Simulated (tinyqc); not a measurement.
Ways to converge the cycle: SCF convergence aids in the sto-3g basis, for CH4, spin multiplicity 1. Computed by the program tinyqc with PySCF. RHF with one setting changed at a time; a run stops when the energy changes by less than 1e-09 hartree and the error matrix is below 1e-5. The start is the core Hamiltonian. Damping d keeps d of the old density; a shift (hartree) raises the virtual levels; DIIS n extrapolates F over n matrices.

Geometry (angstrom):

| atom | x | y | z |
|---|---|---|---|
| C | 0.0000 | 0.0000 | 0.0000 |
| H | 0.6980 | 0.6980 | 0.6980 |
| H | 0.6980 | -0.6980 | -0.6980 |
| H | -0.6980 | 0.6980 | -0.6980 |
| H | -0.6980 | -0.6980 | 0.6980 |

lowest restricted solution found by these runs and by PySCF = -39.682470 hartree

Largest element of the error matrix X^T (FDS - SDF) X:

| iteration | plain | damping 0.3 | damping 0.6 | shift 0.4 | DIIS 3 | DIIS 8 |
|---|---|---|---|---|---|---|
| 1 | 5.1e-01 | 5.1e-01 | 5.1e-01 | 5.1e-01 | 5.1e-01 | 5.1e-01 |
| 2 | 2.5e-01 | 9.6e-02 | 2.8e-01 | 1.2e-01 | 2.5e-01 | 2.5e-01 |
| 3 | 7.5e-02 | 4.5e-02 | 1.5e-01 | 1.4e-02 | 4.0e-02 | 4.0e-02 |
| 4 | 2.0e-02 | 1.7e-02 | 7.9e-02 | 1.3e-03 | 4.3e-03 | 4.3e-03 |
| 5 | 5.7e-03 | 5.9e-03 | 4.3e-02 | 2.0e-04 | 4.5e-04 | 3.1e-04 |
| 6 | 1.6e-03 | 2.0e-03 | 2.4e-02 | 9.6e-05 | 4.6e-06 | 2.0e-05 |
| 8 | 1.2e-04 | 5.0e-04 | 1.0e-02 | 1.9e-05 | - | 6.3e-06 |
| 10 | 8.9e-06 | 1.2e-04 | 4.4e-03 | - | - | - |
| 14 | - | 7.2e-06 | 8.4e-04 | - | - | - |
| 20 | - | 1.0e-07 | 1.1e-04 | - | - | - |
| 30 | - | - | 3.7e-06 | - | - | - |

How each run ends:

| run | iterations | E (hartree) | state |
|---|---|---|---|
| plain | 11 | -39.682470 | lowest found |
| damping 0.3 | 21 | -39.682470 | lowest found |
| damping 0.6 | 44 | -39.682470 | lowest found |
| shift 0.4 | 9 | -39.682470 | lowest found |
| DIIS 3 | 7 | -39.682470 | lowest found |
| DIIS 8 | 8 | -39.682470 | lowest found |

What does the comparison show, and why?

6 of 6 runs reach the lowest restricted solution found, in 7 to 44 iterations (fastest: DIIS 3). Plain steps already contract here, so damping only slows them. DIIS 3 and DIIS 8 gain by cancelling the error over several earlier matrices, much as a quasi-Newton step does.
